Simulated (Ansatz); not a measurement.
# C2H4OS: basis-set convergence

An exercise on one series of results from a longer session: the logs are not shown, and one member is left open.

Method: one geometry, several basis sets; program: Ansatz 0.2.0, Gaussian basis.

Levels to be run: PBE0-D4/def2-SVP; ωB97M-V/def2-SVP; PBE0-D4/def2-QZVPP; ωB97M-V/def2-QZVPP; the functionals' def2-TZVPP values are taken from earlier runs.

### The geometry

The geometry comes from an earlier relaxation with PBE0-D4 in a triple-zeta def2 set; it is a stationary point, not always the lowest conformer.

SMILES `OCC=S`, 8 atoms, charge 0, spin multiplicity 1.

Atoms are counted from 1 here; the program's logs count them from 0.

Bond lengths: O1–C2 1.384 Å, O1–H5 0.973 Å, C2–C3 1.484 Å, C2–H6 1.104 Å, C2–H7 1.104 Å, C3–S4 1.609 Å, C3–H8 1.092 Å. Angles: C2–O1–H5 106.4°, O1–C2–C3 115.3°, O1–C2–H6 110.9°, O1–C2–H7 110.9°, C3–C2–H6 107.0°, C3–C2–H7 107.0°, H6–C2–H7 105.3°, C2–C3–S4 123.9°, C2–C3–H8 114.9°, S4–C3–H8 121.2°.

Coordinates:

```xyz
8
charge 0, multiplicity 1
O    -1.05550    0.87016    0.63053
C     0.24515    0.47674    0.37050
C     0.38437   -0.69924   -0.52453
S    -0.86102   -1.48954   -1.16845
H    -1.63166    0.25611    0.14252
H     0.77711    0.23403    1.30662
H     0.82092    1.29972   -0.08715
H     1.41274   -1.00507   -0.72594
```

Set-up of the first run:

Contents of in.yaml:

```yaml
crystal:
  periodic: [false, false, false]
  atoms:
    - {symbol: O, position_ang: [-1.055501, 0.870155, 0.630525]}
    - {symbol: C, position_ang: [0.245154, 0.476736, 0.370503]}
    - {symbol: C, position_ang: [0.384368, -0.699241, -0.524529]}
    - {symbol: S, position_ang: [-0.861023, -1.489536, -1.168447]}
    - {symbol: H, position_ang: [-1.631660, 0.256114, 0.142517]}
    - {symbol: H, position_ang: [0.777111, 0.234025, 1.306623]}
    - {symbol: H, position_ang: [0.820916, 1.299717, -0.087153]}
    - {symbol: H, position_ang: [1.412736, -1.005069, -0.725938]}
basis:
  gaussian: {orbitals: def2-SVP}
hamiltonian: {xc: pbe0, dispersion: d4}
output: {orbitals: {seedname: orbitals}}
```

The run is started by

```
$ ansatz run in.yaml --threads 2 --pin off --events-out ev --progress --plain --max-ram 4352MiB
```

Steps of the session up to this table: PBE0-D4 in def2-SVP; ωB97M-V in def2-SVP; PBE0-D4 in def2-QZVPP; ωB97M-V in def2-QZVPP.

One table of the session follows, with a row left open; its other results are not shown here.

It belongs to the step «Density functionals: the series». 

```
functional       basis  HOMO (eV)  LUMO (eV)
   PBE0-D4    def2-SVP      -7.05      -2.32
   PBE0-D4  def2-TZVPP      -7.14      -2.45
   PBE0-D4  def2-QZVPP          ?          ?
   ωB97M-V    def2-SVP      -9.23      -0.07
   ωB97M-V  def2-TZVPP      -9.34      -0.27
   ωB97M-V  def2-QZVPP      -9.38      -0.34
```

**Question.** Estimate the row for PBE0-D4, def2-QZVPP.

As computed: HOMO (eV): -7.17; LUMO (eV): -2.49. In the column «HOMO (eV)» it lies between ωB97M-V, def2-SVP (-9.23) and PBE0-D4, def2-TZVPP (-7.14).
